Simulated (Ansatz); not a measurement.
A calculation on 1T (CdI2-type) CdI2 returned lattice constant a 4.313 Å, lattice parameter c 6.806 Å, formation enthalpy -0.565 eV/atom.

For reference: lattice constant a 4.244 Å (measured, temperature not stated, no zero-point or thermal correction; as tabulated in de Haan, NBS Special Publication (1969), 233, by the Crystallography Open …); lattice parameter c 6.859 Å (measured, temperature not stated, no zero-point or thermal correction; as tabulated in de Haan, NBS Special Publication (1969), 233, by the Crystallography Open …).

**Question.** Which level of theory produced these numbers?
A) LDA (Ansatz (an electronic-structure program))
B) PBEsol (Ansatz)
C) rVV10 (Ansatz)
D) PBE0 (Ansatz)

**Answer.** C, rVV10 (Ansatz)

The others give: PBEsol 4.220 Å, 6.974 Å, -0.563 eV/atom; LDA 4.164 Å, 6.660 Å, -0.538 eV/atom; PBE0 4.292 Å, 7.648 Å, -0.723 eV/atom.

Unless a cell is named, each level is at its own relaxed cell (LDA 33.33, PBE0 40.67, PBEsol 35.88, rVV10 36.55 Å³/atom).

Caveats: the cell comes from a level without a dispersion term, which matters for the spacing of layers, chains or molecules (PBEsol, LDA, PBE0). Ansatz's density-functional and Hartree–Fock values are scalar-relativistic unless marked +SOC, with PAW data made under PBE.
